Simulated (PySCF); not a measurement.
# A search over the determinants of LiS⁺

Unrestricted PBE0; PySCF, no relativity, basis sets Li def2-TZVP, S def2-TZVP. Outer shells of the fragments: Li+ closed shells only; S 3s2 3p4.

Followed along the bond (rough minima from three points):

```json
{"2Ms+1": "3", "unpaired": "π ↑↑", "⟨S²⟩ at the start": "2.01", "R at minimum (Å)": "2.45", "Te (eV)": "0.00"}
{"2Ms+1": "1", "unpaired": "π ↑↓", "⟨S²⟩ at the start": "1.01", "R at minimum (Å)": "2.45", "Te (eV)": "0.41"}
{"2Ms+1": "3", "unpaired": "σ ↑, π ↑", "⟨S²⟩ at the start": "2.00", "R at minimum (Å)": "2.65", "Te (eV)": "0.71"}
{"2Ms+1": "1", "unpaired": "σ ↓, π ↑", "⟨S²⟩ at the start": "1.01", "R at minimum (Å)": "none in the scan", "Te (eV)": "≤ 1.11"}
```

Solutions found at the starting distance of 2.370 Å, counted from the lowest of them; the search is not exhaustive and high or unbound solutions are not listed, so other states can lie among these:

```
2Ms+1    unpaired   term  E (eV)  ⟨S²⟩  ⟨Lz²⟩  μ (D)
    3        π ↑↑    ³Σ⁻    0.00  2.01   0.00  -7.32
    1        π ↑↓  mixed    0.41  1.01   2.03  -7.32
    3    σ ↑, π ↑     ³Π    0.75  2.00   1.01  -7.49
    1    σ ↓, π ↑  mixed    1.14  1.01   1.01  -7.49
    1        none  mixed    1.89  0.00   2.01  -7.29
    3  σ ↑↑, π ↑↓  mixed    8.07  3.02   2.03   1.40
    1  σ ↓↓, π ↑↑  mixed    8.13  2.02   0.00   1.70
    3  σ ↑, π ↑↑↓  mixed    9.16  3.02   3.03   1.15
    3    σ ↑, π ↑     ³Π    9.20  2.00   1.01   1.33
    1    σ ↓, π ↑  mixed    9.26  1.00   1.01   1.61
```

A term symbol is given only where ⟨S²⟩ and ⟨Lz²⟩ are close to those of a pure state; real π, δ and φ orbitals otherwise mix terms. A positive dipole points towards S; it is taken about the centre of mass and depends on that origin.

Counting both spins, an empty level lies below a filled one in some of these solutions, because spin and occupation are held.
